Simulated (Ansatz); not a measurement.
# Molecular dynamics of AlH5OSi

input.yaml

```yaml
crystal:
  periodic: [false, false, false]
  atoms:
    - { symbol: Al, position_ang: [-0.223978, 0.331463, 0.361715] }
    - { symbol: H, position_ang: [0.664288, -0.697635, 1.419403] }
    - { symbol: O, position_ang: [1.324957, -0.735196, 0.317363] }
    - { symbol: Si, position_ang: [2.760622, -1.500936, -0.14137] }
    - { symbol: H, position_ang: [2.54589, -2.975066, -0.20659] }
    - { symbol: H, position_ang: [3.172002, -0.987234, -1.481144] }
    - { symbol: H, position_ang: [3.817321, -1.199891, 0.866426] }
    - { symbol: H, position_ang: [-0.474403, 1.062995, -1.060805] }
basis:
  gaussian: { orbitals: def2-SVP }
hamiltonian:
  xc: pbe0
  dispersion: d4
md:
  timestep: 0.5
  n_steps: 200
  ensemble: nve
  temperature: 100.0
  initial_velocities: maxwell_boltzmann
  seed: 3284
```

Run as:

```bash
$ ansatz run input.yaml --threads 1 --pin off --max-ram 2048MiB --backend cpu --events-out ev --progress --plain --runs-dir out
```

It starts at the highest image of a converged band. Of that band: Neighbouring images differ by up to 2.5 eV, so the band resolves the path poorly. A vibrational analysis at the climbing image gives one clearly imaginary mode, 1491i cm⁻¹: a first-order saddle point.

Output, in part (step lines, the closing report, with atoms numbered from 0):

```
md step     0: t =     0.00 fs  T =   100.0 K  F+E_penalty+E_count = -16586.75464869 eV  E_kin = 0.077556 eV  conserved = -16586.67709269 eV  (23 SCF iters)
md step     1: t =     0.50 fs  T =    99.3 K  F+E_penalty+E_count = -16586.75411925 eV  E_kin = 0.077030 eV  conserved = -16586.67708922 eV  (23 SCF iters)
md step     2: t =     1.00 fs  T =    97.3 K  F+E_penalty+E_count = -16586.75253774 eV  E_kin = 0.075459 eV  conserved = -16586.67707839 eV  (23 SCF iters)
md step     3: t =     1.50 fs  T =    94.1 K  F+E_penalty+E_count = -16586.75007777 eV  E_kin = 0.073017 eV  conserved = -16586.67706115 eV  (23 SCF iters)
md step     4: t =     2.00 fs  T =    90.2 K  F+E_penalty+E_count = -16586.74701463 eV  E_kin = 0.069976 eV  conserved = -16586.67703904 eV  (23 SCF iters)
md step     5: t =     2.50 fs  T =    86.0 K  F+E_penalty+E_count = -16586.74370081 eV  E_kin = 0.066687 eV  conserved = -16586.67701397 eV  (23 SCF iters)
md step     6: t =     3.00 fs  T =    81.9 K  F+E_penalty+E_count = -16586.74053565 eV  E_kin = 0.063548 eV  conserved = -16586.67698791 eV  (23 SCF iters)
md step     7: t =     3.50 fs  T =    78.6 K  F+E_penalty+E_count = -16586.73793458 eV  E_kin = 0.060972 eV  conserved = -16586.67696304 eV  (23 SCF iters)
[... lines left out ...]
Total energy: -16587.68685860 eV, -609.5862485156 hartree
Atom 0 at    -0.127285     0.186986     0.515814 Å, force     2.444775     1.071971    -4.242572 eV/Å
Atom 1 at    -0.665687    -0.200823     1.799703 Å, force    -1.307975    -0.420140     2.175690 eV/Å
Atom 2 at     1.345011    -0.503890    -0.053216 Å, force     1.546371    -1.652486     1.098408 eV/Å
Atom 3 at     2.681793    -1.492948    -0.110248 Å, force    -0.788666     0.151307     0.380548 eV/Å
Atom 4 at     2.196695    -2.859691     0.242031 Å, force     0.247588    -0.252916    -0.036228 eV/Å
Atom 5 at     3.284497    -1.490269    -1.460537 Å, force     0.081945    -0.005265    -0.247712 eV/Å
Atom 6 at     3.728677    -1.077617     0.869383 Å, force     0.064669     0.030989     0.044092 eV/Å
Atom 7 at     0.470728     0.804989    -1.023408 Å, force    -2.288706     1.076540     0.827773 eV/Å
Dipole moment:    -0.337062     0.060987     0.267353 e Å
```

The steps, from the saved trajectory:

| time (fs) | T (K) | potential energy less start (eV) | conserved less start (meV/atom) |
| --- | --- | --- | --- |
| 0 | 100 | 0.000 | 0.00 |
| 3 | 82 | 0.014 | 0.01 |
| 6 | 90 | 0.008 | 0.03 |
| 9 | 237 | -0.106 | 0.07 |
| 12 | 801 | -0.542 | 0.11 |
| 15 | 2000 | -1.474 | -0.07 |
| 18 | 3151 | -2.368 | -0.28 |
| 21 | 3405 | -2.565 | -0.25 |
| 24 | 2857 | -2.139 | -0.14 |
| 27 | 2054 | -1.516 | -0.05 |
| 30 | 1453 | -1.050 | 0.01 |
| 33 | 1401 | -1.009 | 0.03 |
| 36 | 1853 | -1.363 | -0.38 |
| 39 | 1480 | -1.069 | 0.20 |
| 42 | 2126 | -1.576 | -0.60 |
| 45 | 1741 | -1.273 | -0.10 |
| 48 | 1208 | -0.859 | 0.02 |
| 51 | 1403 | -1.010 | 0.05 |
| 54 | 2629 | -1.962 | -0.11 |
| 57 | 3759 | -2.844 | -0.78 |
| 60 | 2396 | -1.779 | 0.25 |
| 63 | 2117 | -1.567 | -0.38 |
| 66 | 1818 | -1.333 | -0.07 |
| 69 | 1580 | -1.149 | -0.12 |
| 72 | 1292 | -0.925 | -0.05 |
| 75 | 1301 | -0.932 | -0.06 |
| 78 | 1473 | -1.068 | -0.32 |
| 81 | 1164 | -0.824 | 0.19 |
| 84 | 1990 | -1.468 | -0.23 |
| 87 | 2619 | -1.955 | -0.15 |
| 90 | 3023 | -2.268 | -0.13 |
| 93 | 3332 | -2.508 | -0.25 |
| 96 | 2881 | -2.160 | -0.39 |
| 99 | 1561 | -1.132 | 0.08 |

All steps were run. The conserved energy stayed within 0.83 meV per atom of its start (net change -0.016 meV per atom), so the integration is sound. The kinetic energy rose, since the run started high on the potential surface and went downhill. A run of 0.1 ps of so small a system gives no equilibrium averages. The orbitals stay closed-shell, which can raise the energy where a bond breaks towards radicals; this wasn't checked here.

Between its relaxed ends the band would form H2–O3 and break Al1–H2. These pairs go: H2–O3 1.29 → 2.75 Å, Al1–H2 1.72 → 1.45 Å. In the last frame they stand as before the step (other bonds may differ from the relaxed reactants and products). These pairs come and go: their bonding changes 6 times, last at 74 of 100 fs, so the outcome isn't settled. It ends as one piece, AlH5OSi. Pairs count as bonded within 1.25 times the sum of covalent radii (0.12 Å more for H–H).

Last frame:

```xyz
8
Properties=species:S:1:pos:R:3
Al -0.127 0.187 0.516
H -0.666 -0.201 1.800
O 1.345 -0.504 -0.053
Si 2.682 -1.493 -0.110
H 2.197 -2.860 0.242
H 3.284 -1.490 -1.460
H 3.729 -1.078 0.869
H 0.471 0.805 -1.023
```

Time of the run: 7.1 min on 1 thread of Arm Neoverse V1, on a shared host, peak memory 0.12 GiB.
